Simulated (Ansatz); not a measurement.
The cluster Al₂N. Charge 0, multiplicity 2. Geometry PBE0-D4/def2-TZVP; atoms count from 1.

```xyz
3

Al   -1.155   -0.535   -1.148
Al    1.156    0.535    1.147
N    -0.001   -0.001    0.001
```

The structure comes from a short search, and lower isomers may exist.

**Question.** Estimate the Mulliken populations from the PBE0/def2-TZVP orbitals of Ansatz.

**Answer.** 
```
atom  charge (e)  spin (α − β)
 Al1        0.14          0.37
 Al2        0.14          0.37
  N3       -0.28          0.26
```
Mulliken values and Mayer orders depend strongly on the basis.

**Question.** Where does the spin sit?

**Answer.** Summed by element: Al 0.74, N 0.26, of 1 unpaired in all. Largest on single atoms: Al1 0.37, Al2 0.37, N3 0.26.

**Question.** And the Mayer bond orders between bonded heavy atoms (over 0.3)?

**Answer.** Al1–N3 1.53 (1.71 Å); Al2–N3 1.53 (1.71 Å). Values over 0.3 also appear between atoms too far apart for a bond (Al1–Al2 0.49 at 3.43 Å); they arise where an orbital or an unpaired electron spreads over both atoms.
